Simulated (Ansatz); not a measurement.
A made-up structure of Si2H3O, doublet:

```tsv
atom	x (Å)	y (Å)	z (Å)
O1	-0.9383	-0.6309	0.7605
Si2	-1.3562	-0.7980	-0.8464
Si3	0.9491	0.7033	0.4011
H4	-2.5090	-1.5988	-1.0609
H5	1.6646	0.9865	-0.8767
H6	1.8168	1.0789	1.5530
```

It is relaxed with PBE-D4/def2-SVP and then PBE0-D4/def2-TZVP (Ansatz 0.2.0). Atoms count as bonded within 1.22 times the sum of their covalent radii (H–H: 0.88 Å). The end point is not checked to be a true minimum.

Problem. Does its bonding change? (A judgement: the text doesn't fix the answer.)

Solution. By the calculation: Yes. Formed: O1–Si3; broken: none.

Where it ends: The first stage lowers the energy by 2.88 eV in 24 steps. It ends as Si₂H₃O ([SiH][O][SiH2]):
O1  (-0.509, -0.137, 0.080)
Si2  (-1.190, -1.039, -1.124)
Si3  (0.711, 0.910, 0.427)
H4  (-2.452, -1.435, -0.340)
H5  (1.635, 1.039, -0.739)
H6  (1.433, 0.403, 1.626)
(Å)

Labels in which every atom is bracketed show which atoms are joined, not bond orders.

For scale, one of the runs: PBE0-D4/def2-TZVP relaxation, 123 basis functions, launched by `ansatz run in.yaml --threads 2 --pin off --events-out ev --progress --plain --max-ram 4352MiB`. The run took about 47 s on 2 CPU threads of an Arm Neoverse V2 (shared host).
